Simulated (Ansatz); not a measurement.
Two structures of Si2H7Cl, closed shell, reached by relaxing down either side of one saddle point (PBE0-D4/def2-TZVP). Energies are electronic, without zero-point energy. Computed with Ansatz 0.2.0 (basis: def2-TZVPP and def2-QZVPP); correlated methods freeze the cores. Extrapolation: Hartree–Fock as exp(−7.88 √X), correlation as X^−2.97. First:

Si1  (-0.952, 1.001, -1.235)
H2  (-0.330, -0.316, -1.507)
H3  (-2.125, 0.848, -0.344)
H4  (0.039, 1.929, -0.645)
Cl5  (-1.594, 1.788, -3.022)
H6  (0.596, -2.371, 0.795)
Si7  (0.997, -1.055, 1.350)
H8  (-0.173, -0.135, 1.322)
H9  (2.091, -0.476, 0.531)
H10  (1.450, -1.215, 2.754)
(Å)

Second:

Si1  (-0.523, 1.127, -0.192)
H2  (-0.770, -1.900, -1.923)
H3  (-1.874, 0.514, -0.234)
H4  (-0.653, 2.548, 0.220)
Cl5  (0.239, 1.104, -2.112)
H6  (-1.065, -2.447, -1.510)
Si7  (0.930, -0.050, 1.211)
H8  (0.390, -0.046, 2.598)
H9  (1.062, -1.452, 0.738)
H10  (2.265, 0.604, 1.203)
(Å)

Problem. Which bonds change from the first to the second?

Solution. SiH₃Cl ([SiH3][Cl]) + SiH₄ → Si₂H₅Cl ([SiH3][SiH2][Cl]) + H₂; bonds formed: Si1–Si7, H2–H6; bonds broken: Si1–H2, H6–Si7.

Problem. Give the saddle point's structure and its height above each. (To be estimated.)

Solution. By the calculation: 3.210 eV above the first and 2.971 eV above the second (CCSD(T) at an estimated basis limit (MP2 extrapolated from triple and quadruple zeta, plus CCSD(T) − MP2 in triple zeta)).
Si1  (-0.648, 0.891, -0.612)
H2  (-0.383, -0.916, -0.485)
H3  (-2.118, 0.754, -0.446)
H4  (-0.240, 2.173, 0.022)
Cl5  (-0.185, 1.065, -2.615)
H6  (-0.059, -1.769, -0.025)
Si7  (0.768, -0.620, 0.864)
H8  (-0.555, -0.507, 1.560)
H9  (1.710, -0.663, -0.287)
H10  (1.709, -0.407, 2.025)
(Å)

No T1 diagnostic of these runs exceeds 0.012.

Labels in which every atom is bracketed show which atoms are joined, not bond orders.

For scale, one of the runs: CCSD(T)/def2-TZVPP, 224 basis functions, launched by `ansatz run in.yaml --threads 4 --pin off --events-out ev --progress --plain --max-ram 9574MiB`. Hardware: 4 CPU threads of an Arm Neoverse V2, shared host. Wall time 31 s; peak host memory 3.2 GiB.
